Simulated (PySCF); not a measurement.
# Vertical excitation energies

Species: P3H5.
Structure used (GFN2-xTB), in Å, numbered top down from 1:
```xyz
8
P3H5 angstrom
P      1.6562    0.0327   -0.5251
P     -0.0179   -0.3085    0.8106
P     -1.5838   -0.1692   -0.6834
H      1.5901    1.4200   -0.3880
H      2.5899   -0.0759    0.5023
H      0.0732   -1.7008    0.7120
H     -1.7070    1.2142   -0.5461
H     -2.5916   -0.4031    0.2486
```

The calculation used TDDFT CAM-B3LYP/def2-SVPD, vertical, gas phase, core orbitals frozen in the response in PySCF.

Problem. What does the calculation give for the low-lying excited states?

Solution. 

| state | E (eV) | λ (nm) | f | \|μ\| (D) | symmetry | main configurations (H = HOMO, L = LUMO) |
| --- | --- | --- | --- | --- | --- | --- |
| S1 | 5.25 | 236.2 | 0.028 | 1.19 | A′ | H→L (97%) |
| S2 | 5.50 | 225.4 | 0.135 | 2.54 | A″ | H→L+1 (94%) |
| S3 | 5.57 | 222.5 | 0.031 | 1.20 | A′ | H→L+2 (94%) |
| S4 | 5.66 | 219.2 | 0.031 | 1.20 | A′ | H→L+3 (92%) |
| S5 | 6.52 | 190.2 | 0.061 | 1.57 | A″ | H→L+4 (75%), H-1→L (12%) |
| S6 | 6.73 | 184.1 | 0.046 | 1.34 | A″ | H-1→L (64%), H→L+6 (15%) |
| S7 | 6.90 | 179.8 | 0.079 | 1.74 | A′ | H→L+5 (64%), H-1→L+1 (29%) |
| S8 | 7.13 | 173.8 | 0.012 | 0.67 | A″ | H-1→L+3 (46%), H-1→L+2 (38%) |

Triplets (Tamm–Dancoff): T1 4.41 eV, H→L (63%), H→L+2 (25%); T2 4.48 eV, H→L+1 (83%); T3 4.95 eV, H→L+2 (63%), H→L (21%).

The lowest singlet comes at 236 nm (506 kJ/mol) in the ultraviolet; it is weak; its leading configuration is HOMO→LUMO (97%). The strongest level in the table is S2 at 5.50 eV (225 nm, f = 0.135). Löwdin shares by element: HOMO phosphorus 89%; LUMO phosphorus 70%, hydrogen 8% or more (atoms not listed hold the other 22%). The listed states span 1.88 eV, and the widest gap between neighbours is 0.86 eV (S4 to S5). Of the 8 states listed, 8 reach f = 0.01 and none stays under 0.0005. Weighted by f, the mean energy of these states is 6.09 eV. Symmetry labels in Cs follow from the direction of the transition dipole and are given only for states with f of 0.002 or more. The window holds the lowest 8 singlets.

Hardware: one thread, x86-64 server, shared host. Cost: 6.2 s (with the writing of density and orbital grids).

One conformer stands for the species.
